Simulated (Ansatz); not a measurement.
System: hcp Tc. Method: revPBE (plane waves, PAW; Ansatz, a first-principles code).

The input as run:

Ansatz 0.2 input:
```yaml
crystal:
  lattice:
    - [1.3709202716, -2.3745035636, 0.0]
    - [1.3709202716, 2.3745035636, 0.0]
    - [0.0, 0.0, 4.3877073636]
  atoms:
    - { symbol: Tc, position: [0.3333333333, 0.6666666667, 0.25] }
    - { symbol: Tc, position: [0.6666666667, 0.3333333333, 0.75] }
basis:
  ecutwfc: 520
  ecutrho_ratio: 4
  xc_grid: 2
kpoints:
  mp_grid: { grid: [24, 24, 12] }
hamiltonian:
  xc: revpbe
  dispersion: none
  pseudopotentials: { kind: paw }
scf:
  occupations: { method: fermi_dirac, width: 0.05 }
output:
  forces: true
  stress: true
  eigenvalues: true
relax:
  f_tol: 0.004
  escape_saddle: false
  max_steps: 80
  cell: { stress_tol: 0.02, fix: [volume] }
```

Excerpt of the program's output:

```
Relaxation: its limit of steps is 80 (relax.max_steps)
Crystal: 2 atoms, lattice volume = 28.566 Å³
Basis set: ecut = 520 eV, 761 PW (Γ), exchange–correlation on 48×48×72 points (8 copies of the dense FFT grid, shifted against one another)
Bands: 19, of which v1, the nominal top of the filled ones, is band 15 counted from 1 (14 counted from 0)
Symmetry: 24 space group operations
Space group: P63/mmc (ITA 194), of the structure as read, at distance tolerance 3.1e-5 Å
k-points: 427 of 6912
Initial density: superposition of atomic densities (chi_scale 0.1, normalization cell)
Functional: x = revpbe(κ = 1.245, μ = 0.2195149727645171), c = pbe(β = 0.06672455060314922)
SCF iter   1: F=—  HF=-10806.523577 eV  |F-HF|=—  |Δ(HF+E_count)|=         —  Δρ=5.44e-2  dr2=8.19e-1
SCF iter   2: F=—  HF=-10806.310951 eV  |F-HF|=—  |Δ(HF+E_count)|=   2.13e-1  Δρ=2.84e-2  dr2=2.19e-1
  ...
SCF 1 converged in 6 iterations: F = -10806.241322 eV  dr2 = 6.23e-9
Crystal: 2 atoms, lattice volume = 28.566 Å³
Initial density: handed on by an earlier stage of this run
SCF 2 converged in 7 iterations: F = -10806.241324 eV  dr2 = 5.32e-15
Crystal: 2 atoms, lattice volume = 28.566 Å³
SCF 3 converged in 7 iterations: F = -10806.241324 eV  dr2 = 7.07e-16
Crystal: 2 atoms, lattice volume = 28.566 Å³
SCF iter   7: F=-10806.241324 eV  HF=-10806.241324 eV  |F-HF|=7.28e-12  |Δ(HF+E_count)|=  5.46e-12  Δρ=3.79e-10  dr2=3.49e-17
SCF iter   8: F=-10806.241324 eV  HF=-10806.241324 eV  |F-HF|=1.82e-12  |Δ(HF+E_count)|=  5.46e-12  Δρ=1.49e-10  dr2=6.50e-18
SCF 4 converged in 8 iterations: F = -10806.241324 eV  dr2 = 6.50e-18
SCF converged after 8 iterations
Free energy (F): -10806.241324 eV
Internal energy: -10806.226588 eV  (E = F + TS)
E sigma→0 (E₀):  -10806.233956 eV
Fermi energy:    22.453406 eV
--- Forces (eV/Å), atoms counted from 1 ---
  atom   1  Tc    -0.00000000    -0.00000000     0.00000000
  atom   2  Tc     0.00000000     0.00000000    -0.00000000
--- Stress (GPa, compression-positive) ---
        6.133896       0.000000       0.000000
        0.000000       6.133896      -0.000000
        0.000000      -0.000000       6.133942
  P = ⅓ Tr σ = 6.1339 GPa (61.339 kbar)
```

The cell is one volume of an energy–volume scan, off the minimum.

The PAW data were made under PBE.
